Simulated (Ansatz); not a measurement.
C4H4F2 can be A, `FC1=CC(F)C1`, or B, `C=C/C(F)=C\F`.

Isolated molecules relaxed with PBE0-D4/def2-TZVP in Ansatz; ΔE leaves out vibrations. CCSD(T)/CBS adds triple-zeta CCSD(T) − MP2 to the extrapolated MP2 energy (def2 sets, frozen cores). DFT in def2-TZVPP. One conformer a species, not always the lowest.

A:

Z-matrix (Å, degrees):
```
C
F 1 1.379
C 1 1.555 2 113.9
C 1 1.502 2 115.6 3 100.7
H 1 1.093 2 107.3 3 -128.0
C 3 1.492 1 82.5 2 119.7
H 3 1.091 1 112.6 2 4.8
H 3 1.092 1 116.5 2 -123.9
H 4 1.080 1 133.5 2 64.6
F 6 1.317 3 128.4 1 174.5
```

B:

```xyz
10

C    -1.455    1.047    0.449
C    -0.643   -0.005    0.378
C     0.602   -0.009   -0.349
F     0.931    1.129   -0.980
C     1.456   -1.024   -0.458
F     1.211   -2.192    0.136
H    -1.218    1.979   -0.050
H    -2.380    0.997    1.009
H    -0.886   -0.935    0.879
H     2.383   -0.986   -1.015
```

Task: Which is lower in electronic energy at CCSD(T)/CBS, and by how much? (Best estimate.)

Result: The calculation gave: B, by 2.3 kcal/mol.

Task: Give E(B) − E(A) in kcal/mol with LDA (SPW92), PBE-D4, CCSD(T)/def2-TZVPP, BLYP-D4, B2PLYP, r2SCAN-D4, MP2/def2-TZVPP. (Estimate.)

Result: Ansatz gave: LDA (SPW92) 1.0, PBE-D4 -2.4, CCSD(T)/def2-TZVPP -2.6, BLYP-D4 -9.1, B2PLYP -4.6, r2SCAN-D4 -3.9, MP2/def2-TZVPP 0.0. The order is the other way round with LDA (SPW92).

Task: Does the order hold for the free energy at 298.15 K (harmonic terms from PBE0-D4)? (Estimate.)

Result: The calculation gave: Yes: G(B) − G(A) = -3.8 kcal/mol, for one conformer each.

Largest T1 diagnostic: 0.012.

From r2SCAN to r2SCAN0 (25 % exact exchange), in def2-TZVPP and without D4, E(B) − E(A) moves by +2.5 kcal/mol. Leaving LDA and LC-ωPBE aside and taking each functional with its dispersion term where it has one, the values, not all of them listed here, spread over 11.0 kcal/mol, from BLYP-D4 to PBE-QIDH. LDA lies +3.5 kcal/mol from PBE without D4.
